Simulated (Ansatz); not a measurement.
**SiN+ (triplet): wave-function methods side by side at distance Si1–N2 = 3.251 Å, 6-31G**

One table from this session's results is given with a row withheld; the runs are named, their logs left out.

Method: 6-31G, core rule «outside noble gas», up to 6 orbitals frozen; program: Ansatz 0.2.0, Gaussian basis.

To be run: UHF; CCSD(T) on ROHF; CCSD(T) on UHF; BCCD(T) on ROHF; CISD as a restricted active space (open shells left free, so some higher excitations enter); CCSDT(Q) on ROHF; CCSDT(Q) on UHF; CISDTQ; CCSDTQ on ROHF; CCSDTQ on UHF; CASSCF and MRCISD+Q, 4 electrons in 4 orbitals; CASSCF and NEVPT2, 4 electrons in 4 orbitals; CASSCF and MRCISD+Q, 8 electrons in 8 orbitals; CASSCF and NEVPT2, 8 electrons in 8 orbitals; Full CI; Full CI in the symmetry of the determinant.

19 further runs of the same task are left out: 4 for a known fault of the program, 13 that didn't finish, 2 set aside as unsound or not needed. Runs told in other sessions of the task aren't counted.

### What is computed

The geometry derives from a PBE0/def2-TZVP stationary point (not a proven minimum). One bond is set to the value named and the two fragments are kept rigid.

2 atoms, charge 1, spin multiplicity 3.

Atoms are counted from 1 here; the program's logs count them from 0.

No contacts short enough for the rule that draws bonds.

Geometry (Å):

```
Si    0.00000    0.00000    0.00000
N     0.00000    0.00000    3.25100
```

The first run:

The input, in.yaml:

```yaml
crystal:
  periodic: [false, false, false]
  atoms:
    - {symbol: Si, position_ang: [0.000000, 0.000000, 0.000000]}
    - {symbol: N, position_ang: [0.000000, 0.000000, 3.251000]}
basis:
  gaussian: {orbitals: 6-31G}
total_charge: 1
magnetization: {spin_polarized: true, initial_magnetization: 2}
hamiltonian: {xc: hf}
output: {orbitals: {seedname: orbitals}}
```

Launch:

```
ansatz run in.yaml --threads 1 --pin off --events-out ev --progress --plain --max-ram 2393MiB
```

Among the steps run: UHF; CCSD(T) on ROHF; CCSD(T) on UHF; BCCD(T) on ROHF; CISD as a restricted active space (open shells left free, so some higher excitations enter); CCSDT(Q) on ROHF; CCSDT(Q) on UHF; CISDTQ; CCSDTQ on ROHF; CCSDTQ on UHF; CASSCF and MRCISD+Q, 4 electrons in 4 orbitals; CASSCF and NEVPT2, 4 electrons in 4 orbitals; CASSCF and MRCISD+Q, 8 electrons in 8 orbitals; CASSCF and NEVPT2, 8 electrons in 8 orbitals; Full CI; Full CI in the symmetry of the determinant.

One of the session's tables, all rows but one given; the rest of the session is left out.

```
          method  from FCI (kcal/mol)
             UHF               +41.42
            UMP2               +12.82
           UCCSD                +0.21
        UCCSD(T)                +0.01
          UCCSDT                -0.05
       UCCSDT(Q)                -0.06
         UCCSDTQ                -0.06
     CASSCF pair               +43.39
     NEVPT2 pair               +14.69
  CASSCF valence               +26.18
  NEVPT2 valence                    ?
  MRCISD valence                +0.55
MRCISD+Q valence                +0.05
             FCI                    0
```

**Question.** Estimate the row for NEVPT2 valence.

As computed: from FCI (kcal/mol): +8.77. In the column «from FCI (kcal/mol)» it lies between MRCISD valence (+0.55) and UMP2 (+12.82).

Not comparable, so not listed: CASSCF and MRCISD+Q, 4 electrons in 4 orbitals (they don't share determinant, frozen orbitals or solution with the rows shown, or repeat one).

Limits of these values: The determinant of CCSDT(Q) (⟨S²⟩ 3.00) is far from a pure spin state, so its energy mixes those of several spin states; high orders of coupled cluster remove much of that, low ones don't. The determinant of CCSDTQ (⟨S²⟩ 3.00) is far from a pure spin state, so its energy mixes those of several spin states; high orders of coupled cluster remove much of that, low ones don't. Left out of the table: ROHF, RMP2, CISD, RCCSD, RCCSD(T), BCCD(T), RCCSDT, CISDTQ, RCCSDT(Q), RCCSDTQ (another determinant or state than the rows shown). UCCSDT, UCCSDT(Q), UCCSDTQ fall below full CI: unrestricted runs freeze a spin-polarised core, another one than full CI's, and coupled cluster isn't variational. Levels on UHF freeze UHF's core orbitals, full CI those of ROHF, so the U rows can settle a little off it for that reason alone. Warnings in the runs' records: passed over end.
